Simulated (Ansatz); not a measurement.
## CHFO (formyl fluoride): the vertical ionisation energy from total energies

CHFO: 4 atoms, total charge 0, spin state singlet. As SMILES, `O=CF`. The coordinates come from a GFN2-xTB relaxation.

```xyz
4

O    -0.8897    0.1960    0.8300
C    -0.0497    0.0733    0.0229
F     0.5844   -1.0909   -0.1814
H     0.3550    0.8215   -0.6716
```

Both states at this one shape; open shells run unrestricted unless said. 1 Eh = 27.2114 eV.

```tsv
level	program	singlet CHFO (Eh)	doublet CHFO+ (Eh)
revPBE/STO-3G	Ansatz	-210.727352	-210.374308
wB97X/STO-3G	Ansatz	-210.743128	-210.383195
```

Question: Work out the vertical ionisation energy at each level.

Answer: 
1. revPBE/STO-3G: -210.374308 − (-210.727352) = 0.353044 Eh = 9.61 eV.
2. wB97X/STO-3G: -210.383195 − (-210.743128) = 0.359933 Eh = 9.79 eV.

No measured value is set beside it here; the levels span 9.61 to 9.79 eV. Minimal sets are far from the basis-set limit.
